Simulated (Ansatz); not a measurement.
# SiCF (quartet): wave-function methods side by side, def2-QZVPP

An exercise on one series of results from a longer session: the logs are not shown, and one member is left open.

The runs use Ansatz 0.2.0, Gaussian basis; def2-QZVPP, core rule «outside noble gas», up to 7 orbitals frozen.

To be run: UHF; ROHF; CCSD(T) on UHF.

2 further runs of the same task are left out: 2 set aside as unsound or not needed. Runs told in other sessions of the task aren't counted.

**The system**

The geometry is a PBE0/def2-TZVP stationary point (not a proven minimum) of the parent state, kept for this charge and spin.

3 atoms, charge 0, spin multiplicity 4.

Atoms are counted from 1 here; the program's logs count them from 0.

Bond lengths: F1–C2 1.276 Å, C2–Si3 1.687 Å. Angles: F1–C2–Si3 180.0°.

The first run:

in.yaml reads:

```yaml
crystal:
  periodic: [false, false, false]
  atoms:
    - {symbol: F, position_ang: [0.000000, 0.000000, -1.413044]}
    - {symbol: C, position_ang: [0.000000, 0.000000, -0.136834]}
    - {symbol: Si, position_ang: [0.000000, 0.000000, 1.549877]}
basis:
  gaussian: {orbitals: "def2-QZVPP.json"}
magnetization: {spin_polarized: true, initial_magnetization: 3}
hamiltonian: {xc: hf}
output: {orbitals: {seedname: orbitals}}
```

The run is started by

```console
> ansatz run in.yaml --threads 1 --pin off --events-out ev --progress --plain --max-ram 2393MiB
```

Steps of the session up to this table: UHF; ROHF; CCSD(T) on UHF.

One table of the session follows, with a row left open; its other results are not shown here.

It belongs to the step «Misses and costs». 

```
  method  from UCCSD(T) (meV)
    ROHF             +13988.0
     UHF             +13603.5
    UMP2              +1192.5
   UCCSD                    ?
UCCSD(T)                    0
```

Estimate the missing values for UCCSD.

**Answer.** from UCCSD(T) (meV): +516.3. In the column «from UCCSD(T) (meV)» it lies between UCCSD(T) (0) and UMP2 (+1192.5).
